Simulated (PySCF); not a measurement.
Species: nitrogen trifluoride, NF3.
SMILES: `FN(F)F`

The closed-shell ground state was solved at several levels (PySCF, density fitting, gas phase, non-relativistic). Isolated species at its PBE0-D3(BJ)/def2-SVP geometry, gas phase.

| level | basis functions | total energy (Eh) | HOMO (eV) | LUMO (eV) | gap (eV) | dipole (D) |
| --- | --- | --- | --- | --- | --- | --- |
| B97-2/pcJ-1 | 108 | -353.9709 | -9.81 | 0.97 | 10.78 | 0.16 |
| PBE0/cc-pVTZ | 120 | -353.8831 | -9.97 | 1.28 | 11.25 | 0.08 |
| KT2/pcJ-1 | 108 | -358.7989 | -8.31 | -0.30 | 8.01 | 0.10 |
| PBE/pcJ-1 | 108 | -353.7669 | -8.04 | -0.31 | 7.73 | 0.04 |
| HF/pcJ-1 | 108 | -352.5191 | -15.18 | 6.85 | 22.03 | 0.39 |
| PBE0/IGLO-III | 140 | -353.9080 | -10.15 | 0.90 | 11.05 | 0.11 |
| PBE0/pcSseg-0 | 36 | -352.8876 | -9.97 | 0.82 | 10.79 | 0.07 |
| PBE0/aug-cc-pVDZ | 92 | -353.8015 | -10.19 | 0.65 | 10.84 | 0.15 |
| PBE0/pcSseg-3 | 288 | -353.9260 | -10.17 | 0.85 | 11.02 | 0.14 |
| LDA/pcJ-1 | 108 | -351.7872 | -8.27 | -0.76 | 7.51 | 0.02 |
| PBE0/pcJ-1 | 108 | -353.7401 | -10.08 | 1.15 | 11.23 | 0.14 |

Estimate the row for PBE0/cc-pVDZ, a basis of 56 functions; the other rows only guide the guess.

Total energy -353.7613 Eh, HOMO -9.72 eV, LUMO 1.52 eV, gap 11.24 eV, dipole 0.09 D.

Over all these levels, which gives the widest orbital gap and which the narrowest?

HF/pcJ-1 (Hartree–Fock, all exact exchange) has the widest, 22.03 eV, and LDA/pcJ-1 (LDA) the narrowest, 7.51 eV. The two share the basis. From the narrowest to the widest the HOMO moves by -6.91 eV and the LUMO by +7.61 eV.

How much does the basis alone move the frontier levels among the 7 PBE0 rows (the withheld one included)?

The HOMO by 0.47 eV and the LUMO by 0.87 eV. By rising basis size (HOMO, LUMO in eV): pcSseg-0 -9.97, 0.82; cc-pVDZ -9.72, 1.52; aug-cc-pVDZ -10.19, 0.65; pcJ-1 -10.08, 1.15; cc-pVTZ -9.97, 1.28; IGLO-III -10.15, 0.90; pcSseg-3 -10.17, 0.85.

In the pcJ-1 basis, how does the gap go with the fixed share of exact exchange?

LDA (0 %) 7.51 eV; PBE (0 %) 7.73 eV; KT2 (0 %) 8.01 eV; B97-2 (21 %) 10.78 eV; PBE0 (25 %) 11.23 eV; HF (100 %) 22.03 eV. Each rise in the share widens the gap here.

How far do the dipole and the HOMO energy spread over the levels?

The dipole runs from 0.02 to 0.39 D (mean 0.12 D) and the HOMO from -15.18 to -8.04 eV.
